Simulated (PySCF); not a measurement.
# CH5BS (SMILES BSC): PBE0/def2-TZVP

What is the vertical singlet–triplet gap of CH5BS at PBE0/def2-TZVP? The job is set up through a Python script.

The results are computed with PySCF 2.14.0.

**1. The molecule**

The species is CH5BS (8 atoms), meant as a singlet with charge 0. As SMILES, `BSC`. Geometry: relaxed at PBE0-D4/def2-TZVP.

Bond lengths: B1–S2 1.749 Å, S2–C3 1.809 Å, B1–H4 1.194 Å, B1–H5 1.193 Å, C3–H6 1.090 Å, C3–H7 1.090 Å, C3–H8 1.088 Å. Angles: B1–S2–C3 105.8°, S2–B1–H4 121.2°, S2–B1–H5 115.9°, S2–C3–H6 109.1°, S2–C3–H7 109.0°, S2–C3–H8 109.9°, H4–B1–H5 123.0°, H6–C3–H7 109.0°, H6–C3–H8 109.9°, H7–C3–H8 109.9°.

**2. A single-point energy at PBE0/def2-TZVP**

input.xyz

```xyz
8

B     -0.869900     0.955400    -0.908000
S      0.707800     0.854100    -0.159000
C      0.741400    -0.735700     0.702900
H     -1.667800     0.075300    -0.790300
H     -1.086100     1.947800    -1.532900
H      0.910600    -0.561000     1.765100
H      1.559600    -1.337000     0.307300
H     -0.203500    -1.256000     0.559200
```

job.py

```python
from pyscf import gto, dft

molecule = gto.Mole()
molecule.atom = 'input.xyz'
molecule.verbose = 3
molecule.basis = 'def2-tzvp'
molecule.max_memory = 1860
molecule.spin = 0
molecule.build()

myscf = dft.RKS(molecule, xc='pbe0')
myscf.grids.level = 4
myscf.conv_tol = 1e-10
myscf.kernel()
if not myscf.converged:
    myscf = myscf.newton().run(myscf.mo_coeff, myscf.mo_occ)

etot = myscf.e_tot
print(f'total energy: {etot:.8f} hartree')
```

On the command line:

```bash
$ OMP_NUM_THREADS=1 python job.py
```

Output:

```text
converged SCF energy = -463.971145063738
total energy: -463.97114506 hartree
```

It took 14 s on 1 thread of Intel Xeon Platinum 8375C at 2.90GHz (Ice Lake), shared host; peak memory 0.74 GiB.

**3. The triplet**

run.py

```python
from pyscf import gto, dft

system = gto.M(
    atom='''
B   -0.869900   0.955400  -0.908000
S    0.707800   0.854100  -0.159000
C    0.741400  -0.735700   0.702900
H   -1.667800   0.075300  -0.790300
H   -1.086100   1.947800  -1.532900
H    0.910600  -0.561000   1.765100
H    1.559600  -1.337000   0.307300
H   -0.203500  -1.256000   0.559200
''',
    max_memory=1860,
    verbose=3,
    spin=2,
    basis='def2-tzvp',
    charge=0,
)

ks = dft.UKS(system, xc='pbe0')
ks.grids.level = 4
ks.conv_tol = 1e-10
ks.kernel()
if not ks.converged:
    ks = ks.newton().run(ks.mo_coeff, ks.mo_occ)

etot = ks.e_tot
print('E = %.10f Eh' % etot)
```

On the command line:

```bash
$ OMP_NUM_THREADS=1 python run.py
```

Output:

```text
WARN: HOMO -0.102729351867701 >= LUMO -0.314336524085459

WARN: HOMO -0.0734249831714386 >= LUMO -0.232858683061674

WARN: HOMO -0.126550098853173 >= LUMO -0.214342678132052

WARN: HOMO -0.127608091564781 >= LUMO -0.210055966867156

WARN: HOMO -0.128172543685242 >= LUMO -0.20832092889685

WARN: HOMO -0.127619334876837 >= LUMO -0.207570520955407

WARN: HOMO -0.127832774082929 >= LUMO -0.20753686801681

WARN: HOMO -0.127841659952868 >= LUMO -0.207486383260559

WARN: HOMO -0.127847047158721 >= LUMO -0.20749622820215

WARN: HOMO -0.127847742252996 >= LUMO -0.207494115876738

WARN: HOMO -0.127847980705095 >= LUMO -0.207495846394959

WARN: HOMO -0.127847868896236 >= LUMO -0.207495723341452

WARN: HOMO -0.127848409970934 >= LUMO -0.207495758478249

WARN: HOMO -0.127847788909374 >= LUMO -0.207495665075626

WARN: HOMO -0.127848275870573 >= LUMO -0.207495726160467

converged SCF energy = -463.807847504135  <S^2> = 2.0110837  2S+1 = 3.00738
E = -463.8078475041 Eh
```

It took 26 s on 1 thread of Intel Xeon Platinum 8375C at 2.90GHz (Ice Lake), shared host; peak memory 0.76 GiB.

**4. Results**

Level: PBE0/def2-TZVP.

| quantity | value |
| --- | --- |
| singlet: total energy | -463.97115 Eh |
| singlet: dipole moment | 1.76 D |
| singlet: HOMO energy | -7.85 eV |
| singlet: LUMO energy | -1.04 eV |
| singlet: HOMO–LUMO gap | 6.80 eV |
| triplet: total energy | -463.80785 Eh |
| triplet: dipole moment | 4.91 D |
| triplet: HOMO energy (highest over α and β) | -3.48 eV |
| triplet: ⟨S²⟩ | 2.011 |
| vertical energy of the triplet above the singlet | 4.444 eV |

At this shape the triplet lies 4.44 eV (102 kcal/mol) above the singlet. Mulliken charges (singlet) run from -0.34 on C3 to +0.15 on H6.
